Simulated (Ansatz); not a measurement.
Wavefunction ladder for `FC(F)(F)CS`

```xyz
9

F    -0.0597    1.2887    1.4237
C    -0.6615    0.2930    0.7669
F    -0.7487   -0.7453    1.6026
F    -1.9110    0.6919    0.4908
C     0.0539   -0.0612   -0.5131
S     1.7515   -0.5986   -0.1742
H     0.0454    0.8274   -1.1444
H    -0.5169   -0.8563   -0.9926
H     2.0470   -0.8396   -1.4598
```

The species carries charge 0 and has multiplicity 1. The structure was optimised at the PBE0-D4/def2-TZVP level. It is a higher conformer; a search finds a lower one. Frozen core, restricted reference, Ansatz 0.2.0. CBS rows extrapolate triple and quadruple zeta; past MP2 they add the triple-zeta difference.

```
     basis     HF (Eh)  MP2 corr.  CCSD corr.       (T)  CCSD(T) total
  def2-SVP  -772.91418   -0.95088    -0.98958  -0.02239     -773.92615
def2-TZVPP  -773.51719   -1.24762    -1.27813  -0.04507     -774.84039
def2-QZVPP  -773.54472   -1.35777           –         –              –
 CBS(def2)  -773.54852   -1.43936    -1.46988     as TZ     -775.06347
```
